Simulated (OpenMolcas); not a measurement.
**One shape, several levels: triplet SiHCl**

Aim: a comparison of 6 runs (UHF/STO-3G, UHF/cc-pVTZ, UB3LYP/cc-pVTZ, UM06-2X/cc-pVTZ, UM06-L/cc-pVTZ, UPBE/cc-pVTZ) of triplet SiHCl. 

The results are computed with OpenMolcas 26.06.

## 1. The structure to begin with

The species is SiHCl (3 atoms), meant as a triplet with charge 0. As SMILES of the parent species, `[SiH]Cl`. The coordinates come from a PBE0-D4/def2-TZVP relaxation. That shape belongs to the parent species and isn't relaxed for this state.

Bond lengths: Si1–Cl2 2.077 Å, Si1–H3 1.529 Å. Angles: Cl2–Si1–H3 94.7°.

## 2. A single-point energy at UHF/STO-3G (run 1)

File run.input:

```
>>> EXPORT MOLCAS_PRINT=2

&GATEWAY
 BasLib=$CurrDir
 Coord
 3
 angstrom
 Si      -0.548300       0.570970      -0.233910
 Cl       1.275420       0.352820       0.736230
 H       -0.727130      -0.923790      -0.502320
 Basis=STO-3G
 Group=NoSym

&SEWARD

&SCF
 UHF
 Spin=3
 Thresholds=1e-10 1e-07 1e-07 1e-05
 PrOrbitals=1 1
```

The basis set STO-3G is read from a file made from the Basis Set Exchange's data (not shown).

The run is started by

```bash
$ export MOLCAS_MEM=1860
$ pymolcas run.input > run.log
```

Standard output:

```text
--- Start Module: gateway ---
[...]
--- Stop Module: gateway /rc=_RC_ALL_IS_WELL_ ---
--- Start Module: seward ---
[...]
      Basis functions           19
--- Stop Module: seward /rc=_RC_ALL_IS_WELL_ ---
[...]
--- Start Module: scf ---
[...]
       Convergence after  16 Iterations
[...]
::    Total SCF energy                               -740.6986663603
[...]
      Total spin, S                                     1.0009792706
[...]
      Total electronic charge=   32.000000
      Total            charge=   -0.000000
[...]
      Dipole Moment (debye):
      Origin of the operator (angstrom)=    0.4461    0.4281    0.2923
                   X= -3.3660E+00               Y=  1.3124E+00               Z= -1.6866E+00           Total=  3.9871E+00
      Quadrupole Moment (debye*angstrom):
[...]
--- Stop Module: scf /rc=_RC_ALL_IS_WELL_ ---
[...]
```

Run time: 5.4 s. Hardware: 1 thread of AMD EPYC 7R43 (Zen 3), shared host; peak memory 0.37 GiB.

## 3. The energy at UHF/cc-pVTZ (run 2)

File run.inp:

```
&GATEWAY
BasLib = $CurrDir
BasisSet
Si.cc-pVTZ....
Si1 -0.548300 0.570970 -0.233910 angstrom
End of Basis
BasisSet
Cl.cc-pVTZ....
Cl2 1.275420 0.352820 0.736230 angstrom
End of Basis
BasisSet
H.cc-pVTZ....
H3 -0.727130 -0.923790 -0.502320 angstrom
End of Basis
&SEWARD
&SCF
UHF
Spin = 3
Thresholds = 1e-10 1e-07 1e-07 1e-05
PrOrbitals = 1 2
```

The basis set cc-pVTZ is read from a file made from the Basis Set Exchange's data (not shown).

The run is started by

```bash
$ export MOLCAS_MEM=1860
$ pymolcas run.inp > run.log
```

Standard output:

```text
--- Start Module: gateway ---
[...]
--- Stop Module: gateway /rc=_RC_ALL_IS_WELL_ ---
--- Start Module: seward ---
[...]
      Basis functions           82
--- Stop Module: seward /rc=_RC_ALL_IS_WELL_ ---
[...]
--- Start Module: scf ---
[...]
       Convergence after  20 Iterations
[...]
::    Total SCF energy                               -749.0031326129
[...]
      Total spin, S                                     1.0028241624
[...]
      Total electronic charge=   32.000000
      Total            charge=   -0.000000
[...]
      Dipole Moment (debye):
      Origin of the operator (angstrom)=    0.4461    0.4281    0.2923
                   X= -1.5784E+00               Y=  5.0809E-01               Z= -8.0316E-01           Total=  1.8424E+00
      Quadrupole Moment (debye*angstrom):
[...]
--- Stop Module: scf /rc=_RC_ALL_IS_WELL_ ---
[...]
```

Run time: 16 s. Hardware: 1 thread of AMD EPYC 7R43 (Zen 3), shared host; peak memory 0.45 GiB.

Runs 3 to 5 aren't shown in full; the table further down has their settings and results.

## 4. A single-point energy at UPBE/cc-pVTZ (run 6)

File geom.xyz:

```xyz
3

Si    -0.548300     0.570970    -0.233910
Cl     1.275420     0.352820     0.736230
H     -0.727130    -0.923790    -0.502320
```

File run.inp:

```
* ClHSi Kohn-Sham DFT

&GATEWAY
  BASLIB = $CurrDir
  COORD = geom.xyz
  BASIS = cc-pVTZ
  GROUP = NoSym

&SEWARD
  GRIDINPUT
  Grid=UltraFine
  End of Grid

&SCF
  UHF
  SPIN = 3
  KSDFT = PBE
  THRESHOLDS = 1e-10 1e-07 1e-07 1e-05
  PRORBITALS = 1 2
```

The basis set cc-pVTZ is read from a file made from the Basis Set Exchange's data (not shown).

The run is started by

```bash
$ export MOLCAS_MEM=1860
$ pymolcas run.inp > run.log
```

Standard output:

```text
--- Start Module: gateway ---
[...]
--- Stop Module: gateway /rc=_RC_ALL_IS_WELL_ ---
--- Start Module: seward ---
[...]
      Basis functions           82
--- Stop Module: seward /rc=_RC_ALL_IS_WELL_ ---
[...]
--- Start Module: scf ---
[...]
       Convergence after  19 Iterations
[...]
::    Total KS-DFT energy                            -749.9185669975
[...]
      Total spin, S                                     1.0010175453
[...]
      Total electronic charge=   32.000000
      Total            charge=   -0.000000
[...]
      Dipole Moment (debye):
      Origin of the operator (angstrom)=    0.4461    0.4281    0.2923
                   X= -9.4039E-01               Y=  1.4722E-01               Z= -4.9628E-01           Total=  1.0735E+00
      Quadrupole Moment (debye*angstrom):
[...]
--- Stop Module: scf /rc=_RC_ALL_IS_WELL_ ---
[...]
```

Run time: 42 s. Hardware: 1 thread of AMD EPYC 7R43 (Zen 3), shared host; peak memory 0.45 GiB.

## 5. Overview of the runs

```
run            level  integration grid  energy (Eh)  dipole moment (D)  HOMO energy (eV)  LUMO energy (eV)  wall time
  1       UHF/STO-3G                 –  -740.698666               3.99             -5.91              3.10      5.4 s
  2      UHF/cc-pVTZ                 –  -749.003133               1.84             -8.39             -0.45       16 s
  3   UB3LYP/cc-pVTZ         UltraFine  -750.288717               1.28             -5.20             -4.87       46 s
  4  UM06-2X/cc-pVTZ         UltraFine  -750.217484               1.66             -6.33             -3.92       59 s
  5   UM06-L/cc-pVTZ         UltraFine  -750.240845               1.23             -4.54                 –       57 s
  6     UPBE/cc-pVTZ         UltraFine  -749.918567               1.07             -4.45                 –       42 s
```

## 6. What came out

```
                                 quantity          value
                      run 6: total energy  -749.91857 Eh
                     run 6: dipole moment         1.07 D
run 6: HOMO energy (highest over α and β)       -4.45 eV
                              run 6: ⟨S²⟩          2.003
```

The dipole moment (its size) runs from 1.07 D (UPBE/cc-pVTZ) to 3.99 D (UHF/STO-3G). The two ends differ in method and basis. Totals of different functionals can't be ranked against each other. In run 1 the basis is minimal, so the values are rough. All runs together took 3.8 min, the longest 59 s.
